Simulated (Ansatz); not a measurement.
# C2H6: the cost of one run

Computed with Ansatz 0.2.0 (the levels named in each step, unless a step's input says otherwise).

## (1) The system as given

Bond lengths: C1–C2 1.521 Å, C1–H3 1.088 Å, C1–H4 1.087 Å, C1–H5 1.088 Å, C2–H6 1.088 Å, C2–H7 1.088 Å, C2–H8 1.088 Å. Angles: C1–C2–H6 110.6°, C1–C2–H7 110.6°, C1–C2–H8 110.6°, H6–C2–H7 108.3°, H6–C2–H8 108.3°, H7–C2–H8 108.3°, C2–C1–H3 110.6°, C2–C1–H4 110.7°, C2–C1–H5 110.6°, H3–C1–H4 108.2°, H3–C1–H5 108.3°, H4–C1–H5 108.3°.

As a file:

```xyz
8

C    -0.7531    0.1059   -0.0159
C     0.7531   -0.1057    0.0159
H    -1.2184   -0.5623   -0.7375
H    -0.9921    1.1281   -0.2962
H    -1.1879   -0.0905    0.9618
H     0.9897   -1.1333    0.2839
H     1.2169    0.5536    0.7464
H     1.1896    0.1026   -0.9586
```

## (2) A rough first relaxation, PBE-D4/def2-SVP

This run stands in another session on the same molecule. It ended at:

```xyz
8

C    -0.7566    0.1058   -0.0159
C     0.7561   -0.1062    0.0159
H    -1.2487   -0.5639   -0.7511
H    -1.0186    1.1473   -0.2945
H    -1.2194   -0.0956    0.9721
H     1.0180   -1.1480    0.2935
H     1.2481    0.5628    0.7518
H     1.2190    0.0961   -0.9719
```

## (3) Relaxation, B2PLYP/def2-TZVPP

input.yaml

```yaml
crystal:
  periodic: [false, false, false]
  atoms:
    - { symbol: C, position_ang: [-0.75660577, 0.10575986, -0.01594745] }
    - { symbol: C, position_ang: [0.75607055, -0.10620256, 0.01592282] }
    - { symbol: H, position_ang: [-1.24872312, -0.56389801, -0.75111861] }
    - { symbol: H, position_ang: [-1.01855499, 1.14732502, -0.29452962] }
    - { symbol: H, position_ang: [-1.21943155, -0.0956329, 0.97214829] }
    - { symbol: H, position_ang: [1.0180018, -1.14804169, 0.29352631] }
    - { symbol: H, position_ang: [1.24808275, 0.56275299, 0.75180485] }
    - { symbol: H, position_ang: [1.21903033, 0.0961473, -0.97191659] }
basis:
  gaussian: { orbitals: def2-TZVPP }
hamiltonian:
  xc: { name: B2PLYP }
relax:
  f_tol: 0.002
  max_steps: 150
```

Run with:

```sh
$ ansatz run input.yaml --threads 4 --pin off --max-ram 10240MiB --backend cpu --events-out ev --progress --plain --runs-dir out
```

**Question.** How long does this run take on 4 threads of Arm Neoverse V1, shared host, and how much memory does it need?

About 14 s, with a peak of 0.49 GiB.
